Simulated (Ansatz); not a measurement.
Reaction (silylene formation by 1,1-elimination): `FC[SiH3]` → `CF` + `[SiH2]`

Isolated molecules relaxed with PBE0-D4/def2-TZVP in Ansatz; ΔE leaves out vibrations. CCSD(T)/CBS adds triple-zeta CCSD(T) − MP2 to the extrapolated MP2 energy (def2 sets, frozen cores). This one scheme is used for every species. DFT in def2-TZVPP.

`FC[SiH3]`:

Z-matrix (Å, degrees):
```
C
Si 1 1.895
F 1 1.391 2 110.4
H 1 1.095 2 111.2 3 120.0
H 1 1.095 2 111.2 3 -120.0
H 2 1.484 1 110.0 3 60.5
H 2 1.484 1 110.0 3 -60.5
H 2 1.488 1 107.8 3 180.0
```

`CF`:

Cartesian coordinates in Å:
```
C 0.023 0.008 0.056
F -0.489 -0.168 -1.209
H 0.988 -0.498 0.124
H -0.671 -0.418 0.784
H 0.149 1.076 0.245
```

`[SiH2]`:

Z-matrix (Å, degrees):
```
Si
H 1 1.525
H 1 1.525 2 91.2
```

```
             level  ΔE (kcal/mol)
            B97M-V           49.7
        r2SCAN0-D4           55.9
           ωB97M-V           50.5
            B2PLYP           50.1
            r2SCAN           55.7
RPA@PBE/def2-TZVPP           45.2
  CCSD(T)/def2-SVP           46.7
     HF/def2-TZVPP           46.1
```

**Question.** What does CCSD(T)/CBS give? (Estimate.)

**Answer.** Computed: +50.8 kcal/mol. The listed levels differ from it by -1.1, 5.1, -0.3, -0.7, 4.9, -5.6, -4.1, -4.7 kcal/mol.

**Question.** What do rigid-rotor, harmonic-oscillator terms from PBE0-D4/def2-TZVP frequencies (298.15 K, 1 bar) make of the CCSD(T)/CBS value? (An estimate is asked.)

**Answer.** Ansatz gave: ΔZPE = -2.0 kcal/mol, ΔH = +50.0 kcal/mol, ΔS = 142 J/(mol·K), ΔG = +39.9 kcal/mol.

Largest T1 diagnostic among the species: 0.014.

Leaving LDA and LC-ωPBE aside and taking each functional with its dispersion term where it has one, the values, not all of them listed here, spread over 7.8 kcal/mol, from BLYP-D4 to r2SCAN-D4. LDA lies +8.1 kcal/mol from PBE without D4. From BLYP to BHLYP (50 % exact exchange), in def2-TZVPP and without D4, ΔE moves by +4.6 kcal/mol. In def2-TZVPP, CCSD(T) changes the Hartree–Fock value by +3.0 kcal/mol (the triples alone add +1.0 kcal/mol) and MP2 by +7.1 kcal/mol.
